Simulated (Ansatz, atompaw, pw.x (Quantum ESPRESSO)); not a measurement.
# tantalum (bcc): variants of one PAW (atompaw) potential in the solid

tantalum (Ta), PAW, made with atompaw 4.2.0.5 (PBE, scalar-relativistic). Core [Kr] 4d10 4f14, reference 5s2 5p6 5d3.5 6s1.5 6p0. Waves: 5s (bound): rc 1.85 bohr; 6s (bound): rc 3.00 bohr; 5p (bound): rc 1.60 bohr; 6p (bound, empty): rc 3.00 bohr; 5d (bound): rc 3.00 bohr; 5d channel at 2.5 Ry: rc 3.00 bohr. Local part: bessel scheme, radius 2.35 bohr. Core correction: smooth core density matched at 2.90 bohr. Augmentation charge: sinc compensation charge, radius 2.60 bohr; PAW radius 3.00 bohr; waves and projectors: custom polynom vanderbiltortho.

Crystal test: bcc Ta in pw.x 7.5, no spin, 14³ k-points, Fermi–Dirac smearing 0.01 Ry, cutoffs set for each file from its atomic test. The reference is all-electron LAPW (Ansatz 0.2.0) with the same functional, mesh and smearing; V0 and B0 come from Birch–Murnaghan fits to the pressures at five volumes. Errors are pseudo minus all-electron; Δ is the rms difference of the E(V) curves that follow from these fits, minima aligned, over ±6 % about the mean V0. Mesh and smearing are coarse, so the numbers serve the comparison and aren't converged zero-temperature values; the lattice is a test structure that the element need not adopt.

All-electron: a0 = 3.321 Å (V0 = 18.31 Å³/atom), B0 = 193.2 GPa.

Base: The largest radius (3.00 bohr) exceeds half the bond length (2.71 bohr), so the spheres overlap, which is one possible source of error among others. This is a poor potential for the solid.

A dash in a converged row means that the minimum lies outside the volumes sampled.

| change | cutoffs (Ry) | pw.x | a0 (Å) | a0 error (%) | B0 error (%) | Δ (meV/atom) | mean pressure error (GPa) |
| --- | --- | --- | --- | --- | --- | --- | --- |
| base | 55/550 | converged | – | – | – | – | +10.03 |
| all radii scaled by about 0.82 (s 1.52, p 1.32, d 2.46 bohr); local potential bessel scheme, radius 1.92 bohr; augmentation sinc compensation charge, radius 2.14 bohr; PAW radius 2.46 bohr; waves and projectors: custom polynom vanderbiltortho; core correction smooth core density matched at 2.38 bohr | 85/850 | converged | 3.314 | -0.21 | +1.1 | 4.9 | -1.24 |
| reference 5s2 5p6 5d3 6s2 6p0 | 55/550 | converged | – | – | – | – | +11.77 |
| wave 6p (bound): rc 3.00 bohr becomes 6p (bound): rc 2.26 bohr | 55/550 | converged | – | – | – | – | +10.33 |
| local potential ultrasoft scheme with l = 3 at 0 Ry, radius 2.35 bohr | 55/550 | converged | 3.327 | +0.21 | +0.3 | 4.8 | +1.25 |

**Question.** Give the row for: local potential bessel scheme, radius 2.26 bohr.

**Answer.** pw.x: converged; mean pressure error (GPa): +4.48; a0 (Å): 3.345; a0 error (%): +0.73; B0 error (%): -0.4; Δ (meV/atom): 17.0.
